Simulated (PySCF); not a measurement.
# C₄H₆F+: electronic excitations and core binding energies

What electronic excitations and core binding energies should C₄H₆F+ (`C=C(F)[CH+]C`) show?

The runs use PySCF 2.14.0, with density-fitted response routines of our own; the level of theory stands in each step. All values are computed, except where a source is named. Atoms are numbered from 0 throughout.

## 1. The starting structure

11 atoms, charge 1, multiplicity 1; geometry from: GFN2-xTB.

Bonds of the start (Å): C0–C1 1.36, C1–F2 1.33, C1–C3 1.41, C3–C4 1.43, C0–H5 1.08, C0–H6 1.08, C3–H7 1.08, C4–H8 1.09, C4–H9 1.11, C4–H10 1.10.

## 2. TDDFT and polarisability: B3LYP/def2-SVPD

What the job is given:

```
{"job": {"kind": "uv", "xc": "B3LYP", "basis": "def2-SVPD", "nstates": 8, "ntriplets": 3}, "charge": 1, "multiplicity": 1}
C     -2.010071     0.286057    -0.284304
C     -0.681202     0.487640    -0.086262
F     -0.224593     1.729130     0.042881
C      0.285134    -0.538171    -0.006984
C      1.674509    -0.280546     0.193101
H     -2.687814     1.127962    -0.337020
H     -2.422493    -0.703979    -0.394029
H     -0.074401    -1.556752    -0.108770
H      2.317663    -1.113879    -0.086479
H      1.841467    -0.115851     1.274493
H      1.987226     0.681060    -0.232589
```

With the program's defaults for keys left out, this is: TDDFT B3LYP/def2-SVPD, vertical, gas phase, core orbitals frozen in the response.

Standard output:

```text
coarse grid: 9152 points
cycle   1  E = -255.2686569671  dE =  7.949e-01  |g| = 4.824e-01  |ddm| = 5.689e+00
cycle   2  E = -255.1935344299  dE =  7.512e-02  |g| = 8.014e-01  |ddm| = 1.799e+00
cycle   3  E = -255.3157372309  dE = -1.222e-01  |g| = 8.052e-02  |ddm| = 9.691e-01
cycle   4  E = -255.3162595595  dE = -5.223e-04  |g| = 5.961e-02  |ddm| = 1.723e-01
cycle   5  E = -255.3172811886  dE = -1.022e-03  |g| = 1.861e-02  |ddm| = 9.948e-02
cycle   6  E = -255.3173654368  dE = -8.425e-05  |g| = 4.764e-03  |ddm| = 2.625e-02
cycle   7  E = -255.3173707511  dE = -5.314e-06  |g| = 6.164e-04  |ddm| = 8.591e-03
final grid: 88672 points
cycle   8  E = -255.3597084404  dE = -3.196e-05  |g| = 4.319e-03  |ddm| = 1.047e-01
cycle   9  E = -255.3597063803  dE =  2.060e-06  |g| = 5.547e-03  |ddm| = 1.532e-02
cycle  10  E = -255.3597128210  dE = -6.441e-06  |g| = 1.037e-03  |ddm| = 7.133e-03
cycle  11  E = -255.3597130347  dE = -2.137e-07  |g| = 2.241e-04  |ddm| = 1.403e-03
cycle  12  E = -255.3597130428  dE = -8.066e-09  |g| = 1.558e-04  |ddm| = 4.825e-04
cycle  13  E = -255.3597130498  dE = -7.005e-09  |g| = 1.808e-05  |ddm| = 2.019e-04
cycle  14  E = -255.3597130499  dE = -7.577e-11  |g| = 6.263e-06  |ddm| = 4.446e-05
converged SCF energy = -255.3597130499

Static polarisability (au): isotropic 50.889, principal 30.572 41.155 80.941

Singlet excitations
state   eV       nm        f      main configurations
  1   4.5408    273.0   0.31769   H->L 0.97
  2   5.0499    245.5   0.00096   H-1->L 0.96
  3   5.5432    223.7   0.00158   H-2->L 0.94
  4   6.0298    205.6   0.00127   H-4->L 0.97
  5   6.7658    183.3   0.15218   H-3->L 0.93
  6   6.9667    178.0   0.00297   H-5->L 0.98
  7   8.1338    152.4   0.04459   H-6->L 0.90
  8   8.5306    145.3   0.00269   H-7->L 0.95

Triplet excitations (Tamm-Dancoff, eV): 2.1415 4.7213 5.2234
```

Run time: 16 s. Hardware: 1 thread, shared host.

The orbitals next to the gap, with their largest atomic shares:

```csv
orbital,eV,atoms
HOMO−3,-17.24,"C4 39 %, H9 17 %, F2 14 %"
HOMO−2,-16.72,"F2 53 %, C4 16 %, H10 8 %"
HOMO−1,-16.31,"C4 27 %, C3 16 %, F2 14 %"
HOMO,-14.28,"C1 27 %, C0 25 %, F2 21 %"
LUMO,-9.96,"C3 36 %, C0 31 %, C1 10 %"
LUMO+1,-5.23,"C1 35 %, C0 20 %, C3 17 %"
LUMO+2,-4.30,"C3 22 %, C1 16 %, H7 14 %"
```

With each of the 8 states as a Gaussian band of 0.4 eV half-width at 1/e, the curve within the window shown has maxima at 273 nm (ε 13,000), 183 nm (ε 6,300), 152 nm (ε 1,800) L/(mol cm). Beyond the last state computed it falls off for lack of states. The curve at chosen wavelengths:

```json
{"nm": "140", "ε (L/mol/cm)": "149"}
{"nm": "147", "ε (L/mol/cm)": "1216"}
{"nm": "154", "ε (L/mol/cm)": "1711"}
{"nm": "161", "ε (L/mol/cm)": "542"}
{"nm": "168", "ε (L/mol/cm)": "755"}
{"nm": "175", "ε (L/mol/cm)": "3589"}
{"nm": "182", "ε (L/mol/cm)": "6226"}
{"nm": "189", "ε (L/mol/cm)": "4606"}
{"nm": "196", "ε (L/mol/cm)": "1749"}
{"nm": "203", "ε (L/mol/cm)": "432"}
{"nm": "210", "ε (L/mol/cm)": "129"}
{"nm": "217", "ε (L/mol/cm)": "92"}
{"nm": "224", "ε (L/mol/cm)": "114"}
{"nm": "230", "ε (L/mol/cm)": "233"}
{"nm": "237", "ε (L/mol/cm)": "771"}
{"nm": "244", "ε (L/mol/cm)": "2246"}
{"nm": "251", "ε (L/mol/cm)": "4992"}
{"nm": "258", "ε (L/mol/cm)": "8533"}
{"nm": "265", "ε (L/mol/cm)": "11576"}
{"nm": "272", "ε (L/mol/cm)": "12862"}
{"nm": "279", "ε (L/mol/cm)": "12037"}
{"nm": "286", "ε (L/mol/cm)": "9720"}
{"nm": "293", "ε (L/mol/cm)": "6917"}
{"nm": "300", "ε (L/mol/cm)": "4418"}
{"nm": "307", "ε (L/mol/cm)": "2572"}
{"nm": "314", "ε (L/mol/cm)": "1383"}
```

Ground-state properties from the same run:

```csv
property,computed
polarisability (Å³),7.54
HOMO–LUMO gap (eV),4.32
−ε(HOMO) (eV),14.28
```

## 3. X-ray photoelectron lines: SCAN, X2C

Settings changed since step 2:

```diff
@@ -1,2 +1,2 @@
-{"job": {"kind": "uv", "xc": "B3LYP", "basis": "def2-SVPD", "nstates": 8, "ntriplets": 3}, "charge": 1, "multiplicity": 1}
+{"job": {"kind": "xps"}, "charge": 1, "multiplicity": 1}
 C     -2.010071     0.286057    -0.284304
```

Level: delta-SCF UKS SCAN, pcX-2 on the ionised atom, pcseg-1 elsewhere, spin-free X2C.

Standard output:

```text
ground state, core basis on atom 0 (C), 131 functions
  cycle   1  E = -255.49583515  |g| = 4.65e-01
  cycle   2  E = -255.37719346  |g| = 8.83e-01
  cycle   3  E = -255.53038287  |g| = 1.73e-01
  cycle   4  E = -255.53483094  |g| = 1.24e-01
  cycle   5  E = -255.53973113  |g| = 3.78e-02
  cycle   6  E = -255.54010626  |g| = 7.53e-03
  cycle   7  E = -255.54011971  |g| = 2.36e-03
  cycle   8  E = -255.54012051  |g| = 6.50e-04
  cycle   9  E = -255.54012084  |g| = 2.98e-04
  E(ground) = -255.54351504 Eh
hole in C 1s of atom 0
  cycle   1  E = -244.01559722  |g| = 1.50e+00
  cycle   2  E = -242.90690700  |g| = 2.04e+00
  cycle   3  E = -244.44199634  |g| = 6.02e-01
  cycle   4  E = -244.50581229  |g| = 5.11e-01
  cycle   5  E = -244.60309260  |g| = 1.27e-01
  cycle   6  E = -244.60955503  |g| = 4.64e-02
  cycle   7  E = -244.61100760  |g| = 1.57e-02
  cycle   8  E = -244.61131866  |g| = 1.07e-02
  cycle   9  E = -244.61159186  |g| = 8.26e-03
  cycle  10  E = -244.61176171  |g| = 5.30e-03
  cycle  11  E = -244.61180060  |g| = 5.61e-03
  cycle  12  E = -244.61183579  |g| = 1.11e-03
  cycle  13  E = -244.61183812  |g| = 4.57e-04
  E(ion) = -244.61466568 Eh   <S^2> = 0.9584   hole on atom = 1.000   binding energy = 297.389 eV
ground state, core basis on atom 1 (C), 131 functions
  cycle   1  E = -255.54656657  |g| = 5.96e-02
  cycle   2  E = -255.54636433  |g| = 3.29e-02
  cycle   3  E = -255.54573743  |g| = 5.38e-02
  cycle   4  E = -255.54658839  |g| = 1.67e-02
  cycle   5  E = -255.54667548  |g| = 2.22e-03
  cycle   6  E = -255.54667608  |g| = 5.34e-04
  cycle   7  E = -255.54667540  |g| = 1.35e-04
  E(ground) = -255.55026473 Eh
hole in C 1s of atom 1
  cycle   1  E = -243.96982997  |g| = 1.51e+00
  cycle   2  E = -242.82702540  |g| = 2.16e+00
  cycle   3  E = -244.42450366  |g| = 4.94e-01
  cycle   4  E = -244.47635442  |g| = 3.40e-01
  cycle   5  E = -244.52650986  |g| = 9.43e-02
  cycle   6  E = -244.53040633  |g| = 2.74e-02
  cycle   7  E = -244.53075887  |g| = 1.52e-02
  cycle   8  E = -244.53089227  |g| = 5.91e-03
  cycle   9  E = -244.53092432  |g| = 2.21e-03
  cycle  10  E = -244.53093246  |g| = 1.87e-03
  cycle  11  E = -244.53093580  |g| = 6.12e-04
  cycle  12  E = -244.53093556  |g| = 1.58e-04
  E(ion) = -244.53486374 Eh   <S^2> = 0.7862   hole on atom = 1.000   binding energy = 299.744 eV
ground state, core basis on atom 2 (F), 131 functions
  cycle   1  E = -255.58368035  |g| = 1.19e-01
  cycle   2  E = -255.58290521  |g| = 8.16e-02
  cycle   3  E = -255.58290632  |g| = 7.64e-02
  cycle   4  E = -255.58370087  |g| = 2.70e-02
  cycle   5  E = -255.58396317  |g| = 1.29e-03
  cycle   6  E = -255.58396387  |g| = 6.24e-04
  cycle   7  E = -255.58396388  |g| = 9.29e-05
  E(ground) = -255.58900009 Eh
hole in F 1s of atom 2
  cycle   1  E = -229.00392844  |g| = 2.58e+00
  cycle   2  E = -228.79491425  |g| = 2.21e+00
  cycle   3  E = -229.77770419  |g| = 5.05e-01
  cycle   4  E = -229.80973049  |g| = 3.91e-01
  cycle   5  E = -229.89445536  |g| = 5.50e-02
  cycle   6  E = -229.89483044  |g| = 4.62e-02
  cycle   7  E = -229.89614370  |g| = 7.49e-03
  cycle   8  E = -229.89617380  |g| = 2.24e-03
  cycle   9  E = -229.89617599  |g| = 8.86e-04
  cycle  10  E = -229.89617616  |g| = 4.52e-04
  E(ion) = -229.90745621 Eh   <S^2> = 0.7569   hole on atom = 1.000   binding energy = 698.830 eV
ground state, core basis on atom 3 (C), 131 functions
  cycle   1  E = -255.53910220  |g| = 1.05e-01
  cycle   2  E = -255.53642334  |g| = 1.56e-01
  cycle   3  E = -255.54021117  |g| = 2.19e-02
  cycle   4  E = -255.54014155  |g| = 2.17e-02
  cycle   5  E = -255.54030553  |g| = 5.35e-03
  cycle   6  E = -255.54031503  |g| = 7.31e-04
  cycle   7  E = -255.54031428  |g| = 1.01e-04
  E(ground) = -255.54385881 Eh
hole in C 1s of atom 3
  cycle   1  E = -243.98452263  |g| = 1.50e+00
  cycle   2  E = -242.47135491  |g| = 2.29e+00
  cycle   3  E = -244.27997372  |g| = 7.57e-01
  cycle   4  E = -244.37467771  |g| = 5.56e-01
  cycle   5  E = -244.51154878  |g| = 2.71e-01
  cycle   6  E = -244.55869313  |g| = 1.29e-01
  cycle   7  E = -244.57157032  |g| = 3.03e-02
  cycle   8  E = -244.57307133  |g| = 2.10e-02
  cycle   9  E = -244.57429202  |g| = 1.87e-02
  cycle  10  E = -244.57538981  |g| = 1.31e-02
  cycle  11  E = -244.57545246  |g| = 6.97e-03
  cycle  12  E = -244.57545048  |g| = 4.23e-03
  cycle  13  E = -244.57547368  |g| = 1.02e-03
  cycle  14  E = -244.57547544  |g| = 5.30e-04
  cycle  15  E = -244.57547475  |g| = 3.81e-04
  E(ion) = -244.57799565 Eh   <S^2> = 1.2009   hole on atom = 1.000   binding energy = 298.396 eV
ground state, core basis on atom 4 (C), 131 functions
  cycle   1  E = -255.53839126  |g| = 5.87e-02
  cycle   2  E = -255.53826486  |g| = 2.98e-02
  cycle   3  E = -255.53818558  |g| = 3.26e-02
  cycle   4  E = -255.53838319  |g| = 1.77e-02
  cycle   5  E = -255.53849197  |g| = 2.08e-03
  cycle   6  E = -255.53849202  |g| = 3.12e-04
  E(ground) = -255.54182933 Eh
hole in C 1s of atom 4
  cycle   1  E = -244.07449822  |g| = 1.50e+00
  cycle   2  E = -243.33152672  |g| = 1.77e+00
  cycle   3  E = -244.37521506  |g| = 6.35e-01
  cycle   4  E = -244.43239949  |g| = 5.56e-01
  cycle   5  E = -244.62690071  |g| = 8.59e-02
  cycle   6  E = -244.62939896  |g| = 5.47e-02
  cycle   7  E = -244.63077118  |g| = 1.70e-02
  cycle   8  E = -244.63091208  |g| = 6.09e-03
  cycle   9  E = -244.63092518  |g| = 2.95e-03
  cycle  10  E = -244.63093078  |g| = 9.63e-04
  cycle  11  E = -244.63093201  |g| = 7.09e-04
  cycle  12  E = -244.63093402  |g| = 4.39e-04
  E(ion) = -244.63355496 Eh   <S^2> = 0.7657   hole on atom = 1.000   binding energy = 296.829 eV
```

Run time: 35 s. Hardware: 1 thread, shared host.

The holes in one table. −ε is the ground-state orbital energy:

```csv
hole,stands for,environment,ΔSCF (eV),−ε (eV),⟨S²⟩
C1s on C0,C0,terminal =CH2 carbon,297.39 (doubtful),281.2,0.958
C1s on C1,C1,fully substituted alkene carbon,299.74,282.7,0.786
F1s on F2,F2,vinylic fluorine,698.83,672.9,0.757
C1s on C3,C3,carbocation centre,298.40 (doubtful),282.1,1.201
C1s on C4,C4,methyl carbon,296.83,279.6,0.766
```

Doubtful: the ion did not converge, its hole moved, or its ⟨S²⟩ is well above 0.75.

## 4. Results

```
                                                    quantity                        value
                            lowest singlet (B3LYP/def2-SVPD)  4.54 eV (273 nm), f = 0.318
                                              lowest triplet                      2.14 eV
C1s binding energies, SCAN/pcX-2 (standing for 2 of 4 atoms)      C1 299.74, C4 296.83 eV
                            F1s binding energies, SCAN/pcX-2                 F2 698.83 eV
```

What this shows: The lowest singlet, at 4.54 eV, is HOMO→LUMO 0.97 and is bright. The lowest triplet lies 2.40 eV below the lowest singlet (triplets in Tamm-Dancoff, singlets in full TDDFT). C1 (fully substituted alkene carbon) binds its C1s electron 2.92 eV more tightly than C4 (methyl carbon). Only 2 of the 4 C atoms are covered by sound results.
